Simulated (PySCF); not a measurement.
Molecule: `CCC(N)=O`, C3H7NO.

Numbering as in the mapped SMILES `[CH3:1][CH2:2][C:3]([NH2:4])=[O:5]` (H(Xn): hydrogen on atom n). Ha(N4) is cis to the C=O or C=S heteroatom; Hb(N4) is trans to the C=O or C=S heteroatom.

Geometry PBE0-D3(BJ)/def2-SVP throughout; GIAO in PySCF, gas phase, one conformer, non-relativistic; equivalent atoms averaged; functional PBE0.

For orientation, aug-cc-pVDZ gives these shifts δ (against TMS, NH3, H2O at the same level): C3 168.1, C2 28.6, C1 9.6, N4 99.5, O5 383.2, Hb(N4) 4.65, Ha(N4) 4.53, H(C2) 2.17, H(C1) 1.08 ppm.

A run gave: C3 180.9, C2 29.8, C1 11.1, N4 107.8, O5 468.8, Hb(N4) 3.86, Ha(N4) 3.59, H(C2) 2.17, H(C1) 1.24 ppm (shifts δ (against TMS, NH3, H2O at the same level)).

**Question.** Which basis set was used in that run?
A. pcSseg-0
B. def2-TZVP
C. STO-3G
D. cc-pVDZ
E. def2-SVP

**Answer.** A. O5 tells them apart best: pcSseg-0 gives 468.8, def2-TZVP gives 408.8, cc-pVDZ gives 395.4, STO-3G gives 396.9, def2-SVP gives 397.6 ppm.
